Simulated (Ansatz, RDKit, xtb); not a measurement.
# Isomers of C5H10, a sample narrowed down

A sample of isomers of C5H10 is drawn. Aim: find which of them has the lowest free energy at 298.15 K, then its properties. The sample is small against all isomers, and the most stable one of this formula need not be in it.

The funnel: GFN2-xTB relaxations, single points with a density functional, relaxations at B3LYP-D3(BJ)/def2-SVP, harmonic vibrations (at GFN2-xTB), and a last energy at a higher level. All values are calculated.

## Step 1: Candidates

Isomers were taken from a list of plausible structures; this is a sample, not all of them. That gives 11 candidates.

```tsv
label	SMILES	spin
c056	C/C=C/CC	singlet
c058	C1CCCC1	singlet
c142	C=CC(C)C	singlet
c159	C=CCCC	singlet
c426	CC1CCC1	singlet
c512	C=C(C)CC	singlet
c729	CC=C(C)C	singlet
c770	CCC1CC1	singlet
c845	C/C=C/CC	singlet
c881	CC1(C)CC1	singlet
c943	C/C=C\CC	singlet
```

Candidates are built by distance geometry, with a force field where one applies, in up to four conformers (letters a to d).

Q: Predict the outcome of this search (final energies at CCSD(T)/def2-SVP + MP2/def2-TZVPP - MP2/def2-SVP).

| quantity | value |
| --- | --- |
| lowest structure found | C1CCCC1, singlet |
| next finalist | CC=C(C)C, singlet, 5.0 kcal/mol higher in G |
| share at equilibrium, among the finalists | 100.0 % |

`C1CCCC1` comes out lowest. Among the finalists first place is clear (5.0 kcal/mol); structures outside the list aren't covered. GFN2-xTB, HF/STO-3G, r2SCAN-D4/def2-SVP, B3LYP-D3(BJ)/def2-SVP, HF/def2-SVP and MP2/def2-SVP already put its bonding pattern lowest among the structures in one piece. 2 minima inside the window were never screened. Measured heats of formation are -76.4 kJ/mol (298.15 K; CRC Handbook of Chemistry and Physics) for c058a and -41.7 kJ/mol (298.15 K; CRC Handbook of Chemistry and Physics) for c729a: a difference of +34.7 kJ/mol, against +34.9 calculated. The search is not exhaustive (a finite list of starts, one conformer a finalist), so a lower isomer can't be ruled out. Only 11 drawn patterns were tried, so whole families of isomers are missing, and the result ranks this sample alone. The lowest isomer need not be the one that is made and kept in a bottle, which depends on barriers.
